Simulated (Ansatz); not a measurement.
# ClHOSi (SMILES O[Si]Cl): a rigid scan of the bond length O1–Si2

An exercise on one series of results from a longer session: the logs are not shown, and one member is left open.

Program: Ansatz 0.2.0, Gaussian basis. Level of theory: single points in def2-TZVPP. These are calculated values, not measurements.

Levels: PBE-D4, r2SCAN-D4, PBE0-D4, B3LYP-D4, wB97M-V, Hartree-Fock, MP2, CCSD, CCSD(T). The scan takes 1.473, 1.506, 1.554, 1.610, 1.672, 1.740, 1.811, 1.886, 1.964 Å.

Cores are frozen in the correlated methods. B3LYP uses VWN-RPA correlation.

28 further runs of the same task are left out: 28 set aside as unsound or not needed.

### The system as given

The minimum, relaxed at PBE0-D4: 4 atoms, charge 0, spin multiplicity 1.

Atoms are counted from 1 here; the program's logs count them from 0.

Bond lengths: O1–Si2 1.637 Å, O1–H4 0.963 Å, Si2–Cl3 2.110 Å. Angles: Si2–O1–H4 120.4°, O1–Si2–Cl3 101.3°.

As a file:

```mol
ClHOSi
  3D, bonds by distance, orders not assigned

  4  3  0  0  0  0  0  0  0  0999 V2000
   -0.9118    0.4502   -0.3087 O   0  0
   -0.4342   -0.7897    0.6470 Si  0  0
    1.6623   -0.7010    0.4214 Cl  0  0
   -0.2608    0.9804   -0.7800 H   0  0
  1  2  8  0
  1  4  8  0
  2  3  8  0
M  END
```

Energies of the minimum (eV), from earlier single points: PBE-D4 -22455.85294, r2SCAN-D4 -22464.40008, PBE0-D4 -22457.42404, B3LYP-D4 -22468.11682, wB97M-V -22465.49753, CCSD(T) -22438.11348.

At the minimum the bond length O1–Si2 is 1.637 Å.

Set-up of the first run:

The input, ccsdt-tzvpp/in.yaml:

```yaml
crystal:
  periodic: [false, false, false]
  atoms:
    - {symbol: O, position_ang: [-0.911755, 0.450160, -0.308684]}
    - {symbol: Si, position_ang: [-0.481967, -0.665719, 0.551448]}
    - {symbol: Cl, position_ang: [1.614514, -0.577011, 0.325778]}
    - {symbol: H, position_ang: [-0.260807, 0.980362, -0.779997]}
basis:
  gaussian: {orbitals: def2-TZVPP}
correlation: {method: ccsd_t}
```

No record of the launch command was kept for these runs.

Among the steps run: O1–Si2 = 1.473 Å; O1–Si2 = 1.506 Å; O1–Si2 = 1.554 Å; O1–Si2 = 1.610 Å; O1–Si2 = 1.672 Å; O1–Si2 = 1.740 Å; O1–Si2 = 1.811 Å; O1–Si2 = 1.886 Å; O1–Si2 = 1.964 Å.

One table of the session follows, with a row left open; its other results are not shown here.

It belongs to the step «The curves». Energies less that of the minimum at the same level (kcal/mol):

```
bond length (Å)  PBE-D4  PBE0-D4  B3LYP-D4  wB97M-V  Hartree-Fock
          1.473    15.7     13.4      14.2     13.9          11.0
          1.506     9.9      8.0       8.6      8.3           6.0
          1.554     4.1      2.9       3.3      3.1           1.6
          1.610     0.7      0.3       0.4      0.3          -0.2
1.637 (minimum)     0.0      0.0       0.0      0.0           0.0
          1.672    -0.1      0.4       0.2      0.3           1.0
          1.740     1.7      3.2       2.6      3.0           4.9
          1.811     5.6      8.1       7.1      7.8          11.0
          1.886       ?        ?         ?        ?             ?
          1.964    17.5     22.1      20.3     21.9          27.6
```

Q: Estimate the row for bond length (Å) = 1.886 from the others.

Worked estimate for «PBE-D4». A straight line through the neighbours (1.811, 5.6) and (1.964, 17.5) gives 5.6 + (17.5 − 5.6) × (1.886 − 1.811) / (1.964 − 1.811) = 11.4; a parabola fitted to 3 rows on both sides gives 10.8.

**Answer.** PBE-D4: 11.0; PBE0-D4: 14.5; B3LYP-D4: 13.2; wB97M-V: 14.3; Hartree-Fock: 18.8. In «PBE-D4» the line misses by +0.4 and the parabola by -0.2.
